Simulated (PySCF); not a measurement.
C₅H₈N (doublet state).
SMILES with atom numbers: `[CH3:1][C:2]1=[N:3][CH2:4][CH2:5][CH:6]1` (hydrogens: H7, H8, H9 on C1; H10, H11 on C4; H12, H13 on C5; H14 on C6)

Computed with UKS B3LYP, pcH-1 on C H N, non-relativistic, mean-field spin-orbit, GIAO in PySCF 2.14.0. Geometry: GFN2-xTB; no solvent, vibrations or thermal averaging. The geometry wasn't refined by DFT: couplings that depend on bond lengths, twists or pyramidal angles can differ widely from those at the functional's own minimum. The SCF solution wasn't tested for stability. ⟨S²⟩ is 0.775 where a pure state has 0.75.

**Question.** The isotropic 13C couplings are +58.4, -44.6, -24.6, -17.8, +3.0 MHz. Assign them to C1; C2; C4; C5; C6.

**Answer.** 
| site | a_iso (MHz) | ρ(0) (bohr⁻³) | position | distance from C6 (Å) | spin population | largest \|T\| (MHz) |
| --- | --- | --- | --- | --- | --- | --- |
| C1 | +3.0 | +0.0027 | 2 bonds from N3 | 2.56 | +0.01 | 1.0 |
| C2 | -44.6 | -0.0396 | 1 bond from N3 | 1.39 | -0.22 | 27.9 |
| C4 | -17.8 | -0.0159 | 1 bond from N3 | 2.34 | -0.03 | 1.1 |
| C5 | -24.6 | -0.0219 | 1 bond from C6 | 1.48 | -0.06 | 1.5 |
| C6 | +58.4 | +0.0520 | largest spin population | 0.00 | +0.72 | 110.8 |

**Question.** Match the computed a_iso(1H) values +94.8, +71.0, -45.1, -11.0 MHz (means over equivalent nuclei) with the sites H7/H8/H9; H10/H11; H12/H13; H14.

**Answer.** 
```csv
site,a_iso (MHz),ρ(0) (bohr⁻³),position,distance from C6 (Å),bound to,spin population there,largest |T| (MHz)
H7/H8/H9,-11.0,-0.0025,3 bonds from C6,3.06,C1,+0.01,3.5
H10/H11,+71.0,+0.0159,2 bonds from N3,3.11,C4,-0.03,6.1
H12/H13,+94.8,+0.0212,2 bonds from C6,2.15,C5,-0.06,6.3
H14,-45.1,-0.0101,1 bond from C6,1.07,C6,+0.72,27.7
```

ρ(0) is the spin density at the nucleus and T the dipolar tensor; entries for several nuclei are means. The largest Mulliken spin populations are on C6 (+0.72), N3 (+0.50), C2 (-0.22) and C5 (-0.06). The positive populations add up to 1.36 and the negative ones to -0.36, together 2S = 1. The angles at C6 add up to 360.0°, so it is planar; its axial dipolar tensor and the negative coupling of its proton fit spin in a p orbital normal to that plane. Main spin sites, with 60 % or more of the largest population: N3, C6; positions count bonds from the nearest.

Class means assume fast exchange of nuclei equivalent by connectivity; if that motion is slow, each nucleus keeps its own coupling. The three 1H nuclei of mean -11.0 MHz run from -17.4 to -2.4 MHz in the frozen geometry.
